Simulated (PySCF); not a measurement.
Acetylene, C2H2.
Numbering: `[CH:1]#[CH:2]` (hydrogens: H3 on C1; H4 on C2)

Level of theory: PySCF, TDDFT CAM-B3LYP/def2-SVPD, vertical, gas phase, core orbitals frozen in the response. Isolated species at its GFN2-xTB geometry, gas phase.

```
state  E (eV)  λ (nm)       f  symmetry  main configurations (H = HOMO, L = LUMO)
   S1    6.73   184.2  0.0000         –                       H-1/H→L+1/L+2 (98%)
   S2    7.01   176.8  0.0000         –                      H-1/H→L+1/L+2 (≥96%)
   S3    7.01   176.8  0.0000         –                      H-1/H→L+1/L+2 (≥96%)
   S4    8.37   148.1   0.103        Πu                             H-1/H→L (99%)
   S5    8.37   148.1   0.103        Πu                             H-1/H→L (99%)
   S6    8.85   140.0  0.0000         –                           H-1/H→L+3 (98%)
   S7    8.85   140.0  0.0000         –                           H-1/H→L+3 (98%)
```

Triplets (Tamm–Dancoff): T1 5.49 eV, H-1/H→L+1/L+2 (≥95%); T2 6.03 eV, H-1/H→L+1/L+2 (≥94%); T3 6.03 eV, H-1/H→L+1/L+2 (≥94%).

The lowest singlet lies at 6.73 eV (184 nm, vacuum ultraviolet) and is dark (f under 0.0005); its leading configuration is HOMO-1/HOMO→LUMO+1/LUMO+2 (98%). The strongest level in the table is S4/S5 at 8.37 eV (148 nm, f = 0.205 summed). S2/S3, S4/S5 and S6/S7 lie within about 0.01 eV of each other in each set; the point group D∞h has degenerate representations, and within a degenerate level the listed configurations can mix freely. Löwdin shares by element: HOMO (one of a set within 0.03 eV) carbon 91%, hydrogen 9%; LUMO carbon 85%, hydrogen 15%. Orbital energies (eV): HOMO-3 -17.46, HOMO-2 -15.60, HOMO-1 -9.86, HOMO -9.86, LUMO 1.78, LUMO+1 1.99, LUMO+2 1.99. Of the 7 states listed, 2 reach f = 0.01 and 5 stay under 0.0005. The oscillator strengths of these states sum to 0.205; summed over the whole spectrum of an exact calculation they would give the number of electrons, 14 (Thomas–Reiche–Kuhn). Symmetry labels in D∞h follow from the direction of the transition dipole and are given only for states with f of 0.002 or more. Orbitals of the list HOMO-3 to LUMO+2 that lie within 0.01 eV of each other are written together with a slash and their weights summed (≥ marks a lower bound); for degenerate orbitals outside that list single weights are arbitrary. The window holds the lowest 8 singlets. The highest level found (10.16 eV, f 0.031 so far) is left out, since the window may have cut off a degenerate partner.
